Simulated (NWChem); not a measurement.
**Total energies of O**

```xyz
1

O      0.0000     0.0000     0.0000
```
Charge 0, spin multiplicity 3.

All runs are NWChem calculations.

Basis set: cc-pVTZ (30 functions).

```tsv
method	total energy (Ha)
UHF	-74.81176
UMP2	-74.95490
UB2PLYP	-75.04805
UPBE	-75.00491
UB3LYP	-75.09186
UTPSS	-75.10065
```

Total energies of different functionals aren't comparable as a measure of quality: only differences taken within one method are. 

The correlated methods keep 1 core orbital frozen. B3LYP has NWChem's definition, with VWN1-RPA local correlation. No SCF solution was tested for a lower state. Open-shell Hartree-Fock references start from PBE0 orbitals.
